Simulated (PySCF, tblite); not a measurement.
Species: FH3Si.
SMILES: `F[SiH3]`

Method used: CAM-B3LYP/def2-SVPD in PySCF (dipole) on a GFN2-xTB geometry, gas phase.

Take the most abundant isotopes and a rigid rotor. 

**Question.** What are A, B and C (GHz)?

**Answer.** Ia = 5.96, Ib = 35.16, Ic = 35.17 u·Å²; 505379 MHz·u·Å²/I gives 84823, 14372 and 14370 MHz, that is A = 84.823, B = 14.372, C = 14.370 GHz.

**Question.** What kind of rotor is it?

**Answer.** A prolate symmetric top, as the point group C3v requires two equal moments; the computed ones differ by 0.02 % because the geometry is symmetric only within the optimiser's tolerance: κ = (2 × 14372 − 84823 − 14370)/(84823 − 14370) = -1.00.

**Question.** Where do the R-branch lines fall?

**Answer.** The dipole of 1.72 D lies along the symmetry axis, so ΔK = 0 and J+1 ← J falls at 2B(J+1) for every K: 28.74 GHz, 57.48 GHz, 86.23 GHz, 114.97 GHz, 143.71 GHz for J = 0 to 4.

Its GFN2-xTB frequencies are all real (lowest 569 cm⁻¹). These are rigid-rotor constants of the computed structure; measured ground-state constants (B0) also hold zero-point vibration.
